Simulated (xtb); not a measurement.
C₃H₉N, SMILES CN(C)C. All values are semi-empirical tight-binding results from xtb (GFN2-xTB unless named), good for trends rather than for accurate numbers. Geometry optimised at GFN2-xTB.

Optimised geometry:

```xyz
13

C     -1.1949    -0.6898    -0.0625
N      0.0000     0.0000     0.3739
C      0.0000     1.3797    -0.0625
C      1.1949    -0.6898    -0.0625
H     -1.2818    -0.7401    -1.1603
H     -2.0692    -0.1735     0.3313
H     -1.1849    -1.7052     0.3313
H      0.0000     1.4801    -1.1603
H      0.8843     1.8787     0.3313
H     -0.8843     1.8787     0.3313
H      1.2818    -0.7401    -1.1603
H      2.0692    -0.1735     0.3313
H      1.1849    -1.7052     0.3313
```

Computed properties:
```json
{
 "point_group_as_xtb_finds_it": "C3v",
 "orbital_gap": "10.90 eV",
 "dipole_moment": "0.93 D",
 "zero_point_energy": "73.8 kcal/mol",
 "G − E(el) at 298.15 K (modified RRHO)": "57.2 kcal/mol",
 "static polarisability (D4 model)": "49.8 bohr³",
 "solvation energy, GFN2-xTB/ALPB(water)": "-0.9 kcal/mol",
 "solvation energy, GFN2-xTB/ALPB(thf)": "-3.4 kcal/mol"
}
```

Computed IR lines (harmonic; lines under 4 % of the strongest left out, lines within 3 cm⁻¹ merged):
ν (cm⁻¹): 372 (w), 872 (w), 1060 (w), 1080 (w), 1190 (w), 1276 (w), 1487 (w), 1505 (w), 2832 (m), 2847 (vs), 3015 (w), 3018 (vs) (against the strongest line: vs over 80 %, s over 45 %, m over 15 %, w over 4 %, vw less)

Computed atomic charges and the Wiberg bond orders between heavy atoms:
charges (e) C1 -0.03, N2 -0.17, C3 -0.03, C4 -0.03, H5 0.01, H6 0.04, H7 0.04, H8 0.01, H9 0.04, H10 0.04, H11 0.01, H12 0.04, H13 0.04. Bond orders C1–N2 1.02, N2–C3 1.02, N2–C4 1.02.
